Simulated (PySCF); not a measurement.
**LiO: everyday levels beside a composite calculation**

PySCF; the state is a doublet (π ↑). The composite is CCSD(T) extrapolated to the basis-set limit from two correlation-consistent sets, with core-valence (CV) and scalar-relativistic (SR) terms as its label shows; it has no spin–orbit coupling and nothing beyond (T). Here it is CCSD(T)/CBS(TQ)+CV+SR. It gives Re = 1.689 Å, ωe = 818 cm⁻¹ and De = 3.68 eV to Li + O.

```json
{"level": "UHF-MP2", "basis": "def2-TZVP", "relativity": "no relativity", "Re (Å)": "1.692", "ωe (cm⁻¹)": "822", "De (eV)": "3.36"}
{"level": "UHF-SCS-MP2", "basis": "def2-TZVP", "relativity": "no relativity", "Re (Å)": "1.692", "ωe (cm⁻¹)": "823", "De (eV)": "3.34"}
{"level": "UHF-CCSD", "basis": "6-31G(d,p)", "relativity": "no relativity", "Re (Å)": "1.714", "ωe (cm⁻¹)": "854", "De (eV)": "2.98"}
{"level": "PBE", "basis": "x2c-TZVPPall", "relativity": "spin-free X2C", "Re (Å)": "1.700", "ωe (cm⁻¹)": "798", "De (eV)": "3.71"}
{"level": "PBEsol", "basis": "6-31G(d,p)", "relativity": "no relativity", "Re (Å)": "1.708", "ωe (cm⁻¹)": "833", "De (eV)": "3.70"}
{"level": "revPBE", "basis": "aug-cc-pVDZ", "relativity": "no relativity", "Re (Å)": "1.734", "ωe (cm⁻¹)": "762", "De (eV)": "3.53"}
{"level": "TPSSh", "basis": "aug-pcseg-1", "relativity": "no relativity", "Re (Å)": "1.720", "ωe (cm⁻¹)": "780", "De (eV)": "3.58"}
{"level": "PBE0", "basis": "6-31G(d,p)", "relativity": "no relativity", "Re (Å)": "1.699", "ωe (cm⁻¹)": "864", "De (eV)": "3.31"}
{"level": "BHandHLYP", "basis": "6-31G(d,p)", "relativity": "no relativity", "Re (Å)": "1.685", "ωe (cm⁻¹)": "894", "De (eV)": "3.18"}
{"level": "B2PLYP", "basis": "def2-TZVP", "relativity": "no relativity", "Re (Å)": "1.684", "ωe (cm⁻¹)": "826", "De (eV)": "3.52"}
```

Task: Give the difference of each row from the composite.

Result: 

| level | basis | ΔRe (pm) | Δωe (%) | ΔDe (eV) |
| --- | --- | --- | --- | --- |
| UHF-MP2 | def2-TZVP | +0.3 | +0.5 | -0.32 |
| UHF-SCS-MP2 | def2-TZVP | +0.3 | +0.6 | -0.34 |
| UHF-CCSD | 6-31G(d,p) | +2.5 | +4.4 | -0.70 |
| PBE | x2c-TZVPPall | +1.1 | -2.4 | +0.03 |
| PBEsol | 6-31G(d,p) | +1.9 | +1.8 | +0.02 |
| revPBE | aug-cc-pVDZ | +4.5 | -6.8 | -0.15 |
| TPSSh | aug-pcseg-1 | +3.1 | -4.6 | -0.10 |
| PBE0 | 6-31G(d,p) | +1.0 | +5.6 | -0.37 |
| BHandHLYP | 6-31G(d,p) | -0.4 | +9.3 | -0.50 |
| B2PLYP | def2-TZVP | -0.5 | +1.0 | -0.16 |

Task: Which rows come closest in De?

Result: PBE in x2c-TZVPPall (+0.03 eV); PBEsol in 6-31G(d,p) (+0.02 eV), counted from the composite.

Correlated steps freeze the inner cores (1 to 2 orbitals); shallow outer-core shells are correlated. Correlated levels converge slowly with the basis: in double zeta they bind strong bonds too weakly, by up to about 1 eV, and carry superposition errors of some tenths. B2PLYP dipoles, levels and charges come from its SCF part alone. The state is the lowest determinant that a PBE0 search found; another state may lie lower at other levels.
